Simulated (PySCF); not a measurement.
## Reproducing measurements on difluoroborane

**What was measured.**

NIST CCCBDB Release 22 (SRD 101), experimental dipoles lists, for the gas: dipole moment (vibrational ground state) 0.971 ± 0.01 D.

The runs below try to reproduce these values; the comparison stands at the end.

Species: difluoroborane, BF2H.
Numbering: `[F:1][BH:2][F:3]` (hydrogens: H4 on B2)

Structure used (PBE0-D3(BJ)/def2-TZVP), in Å, numbered top down from 1:
```xyz
4
BF2H angstrom
F     -0.520   -1.161    0.234
B      0.038   -0.003   -0.036
F     -0.410    1.060    0.590
H      0.928    0.078   -0.824
```

The PySCF runs (gas phase, on this PBE0-D3(BJ)/def2-TZVP geometry; no spin–orbit coupling):

| level | job | basis functions | wall time |
| --- | --- | --- | --- |
| PBE0-D3(BJ)/def2-TZVP, grid level 2 | geometry optimisation from a GFN2-xTB start shaken at random | 99 | 17 s |
| B97-2/pcSseg-2 | shieldings | 122 | 4.3 s |
| KT3/pcSseg-2 | shieldings | 122 | 6.5 s |
| PBE0/pcSseg-2 | shieldings, charges and field gradients | 122 | 6.2 s |
| wB97X-D/pcSseg-2 | shieldings | 122 | 5.7 s |
| CAM-B3LYP/aug-cc-pVTZ | 10 singlets by full TDDFT, 4 Tamm–Dancoff triplets, polarisability | 161 | 10 s |
| PBE0/aug-cc-pVTZ | 10 singlets by full TDDFT, 4 Tamm–Dancoff triplets, polarisability, dynamic polarisability | 161 | 10 s |
| wB97X-D/aug-cc-pVTZ | 10 singlets by full TDDFT, 4 Tamm–Dancoff triplets, polarisability, ΔSCF ions | 161 | 18 s |

Hardware: Arm Neoverse N1, one thread, on a shared host.

## Comparison

**Dipole moment.** Measured: 0.971 D (NIST CCCBDB Release 22 (SRD 101), experimental dipoles).

| level | computed (D) | computed − measured (D) | % (from the printed values) |
| --- | --- | --- | --- |
| PBE0-D3(BJ)/def2-TZVP | 0.889 | -0.082 | -8 |
| B97-2/pcSseg-2 | 0.920 | -0.051 | -5 |
| KT3/pcSseg-2 | 0.855 | -0.116 | -12 |
| PBE0/pcSseg-2 | 0.929 | -0.042 | -4 |
| wB97X-D/pcSseg-2 | 0.931 | -0.040 | -4 |
| CAM-B3LYP/aug-cc-pVTZ | 0.954 | -0.017 | -2 |
| PBE0/aug-cc-pVTZ | 0.908 | -0.063 | -6 |
| wB97X-D/aug-cc-pVTZ | 0.906 | -0.065 | -7 |

Closest is CAM-B3LYP/aug-cc-pVTZ (-0.017 D), furthest KT3/pcSseg-2 (-0.116 D); one molecule doesn't rank methods. All 8 levels lie below the measurement. The computed dipoles belong to one fixed geometry; measured ones are averaged over vibrations unless marked μe. Magnitudes are compared, not signs.

No measured geometry was used, and the causes of the misses weren't examined.
